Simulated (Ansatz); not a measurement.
Diamond-structure Si was calculated with LDA (plane waves, PAW; Ansatz, a program for electronic structure).

Settings: plane-wave cutoff 520 eV, 12×12×12 k mesh, Fermi–Dirac smearing 0.01 eV, scalar-relativistic PAW data made under PBE.

Energies at three volumes about the minimum:

| V (Å³/atom) | E − E_lowest (meV/atom) |
|---|---|
| 19.309 | 2.47 |
| 19.703 | 0.00 |
| 20.097 | 2.28 |

Fit a parabola by hand: where is the minimum, what lattice constant follows, and what is the bulk modulus?

Slopes: (0.00 − 2.47)/(19.703 − 19.309) = -6.269 and (2.28 − 0.00)/(20.097 − 19.703) = 5.787 meV/Å³. Curvature E″ = 2 × (5.787 − (-6.269))/(20.097 − 19.309) = 30.599 meV/Å⁶. From the middle of the first interval, the slope vanishes at V0 = 19.5060 − (-6.269)/30.599 = 19.711 Å³/atom. B = V0 E″ = 19.711 × 30.599 meV/Å³ × 0.1602 GPa per meV/Å³ = 96.6 GPa. With 8 atoms in the cube, a = (8 × 19.711)^(1/3) = 5.403 Å. The full Birch–Murnaghan fit to all volumes gives V0 = 19.704 Å³/atom and B0 = 96.4 GPa.

Measured, for comparison: bulk modulus 101 GPa (0 K value with zero-point phonon effects removed; as tabulated in Sun et al. (2011), doi:10.1103/physrevb.84.035117); lattice constant a 5.421 Å (static lattice: zero-point anharmonic expansion removed; as tabulated in Mejia-Rodriguez and Trickey (2018), arXiv:1807.09216). Computed less measured: bulk modulus -4.6 %.
